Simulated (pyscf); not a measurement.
This saddle point was located with ωB97X-D3(BJ)/def2-SVP in PySCF.

```xyz
7

S      0.1600     0.4051     1.1542
Ga    -1.4389    -0.2175    -0.4509
Cl    -1.3510    -2.2940    -0.9143
Cl    -3.2522     0.8854    -0.3782
H      0.8225    -0.7660     1.0518
F     -0.1154     0.7371    -1.4787
H      0.4024     0.8233    -0.3626
```
Charge 0, spin multiplicity 1.

Surface: singlet, charge 0. Lowest wavenumbers (cm⁻¹): 865i, 91, 118, 142, 152.

### Question
Which two sides does it connect, and which bonds change?

### Answer
HS–Ga(Cl)–Cl + hydrogen fluoride (HF) ⇌ H₂S + F–Ga(Cl)–Cl, a four-centre exchange read from left to right: Ga–S, F–H broken and H–S, F–Ga formed. At ωB97M-D3(BJ)/def2-TZVP it lies -0.06 eV from the left side and -0.16 eV from the right (each side as separated species at their lowest minima found). On the reactant side the descent ends in an adduct with a F–Ga contact, 0.41 eV under the separated species and 0.29 eV under the saddle at ωB97X-D3(BJ)/def2-TZVP. On the product side the descent ends in an adduct with a Ga–S contact, 0.91 eV under the separated species and 0.57 eV under the saddle at ωB97X-D3(BJ)/def2-TZVP. At ωB97M-D3(BJ) the saddle lies under the separated reactants, which points to a path from their complex (located at ωB97X-D3(BJ) alone). At ωB97M-D3(BJ) the saddle lies under the separated products, which points to a path from their complex (located at ωB97X-D3(BJ) alone), and parting the products costs more than the saddle. What is counted as formed (F–Ga) is already present as a longer contact in the reactant adduct; forming that adduct is a step of its own. What is counted as broken (Ga–S) persists as a longer contact in the product adduct; parting that adduct is a step of its own. One saddle was located; it need not be the lowest between these sides. Elements up to Kr have no core potential and no relativistic terms here.
